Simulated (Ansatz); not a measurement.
A calculation with Ansatz (development build ahead of 0.2.0).

```yaml
crystal:
  periodic: [false, false, false]
  atoms:
    - { symbol: F, position_ang: [0.03023, -0.34988, -1.21415] }
    - { symbol: H, position_ang: [0.02293, 0.41157, -0.80689] }
    - { symbol: F, position_ang: [0.03636, 0.37559, 1.16085] }
    - { symbol: H, position_ang: [0.00037, -0.49634, 0.82706] }
basis:
  gaussian: { orbitals: cc-pVDZ }
hamiltonian:
  xc: hf
```

The input is written out in the form of the current development build from the run's settings.

Output:

| Quantity | Value |
| --- | --- |
| Converged | yes |
| Total energy | -200.04332 hartree |
| Spin squared of the determinant | 0.000 |
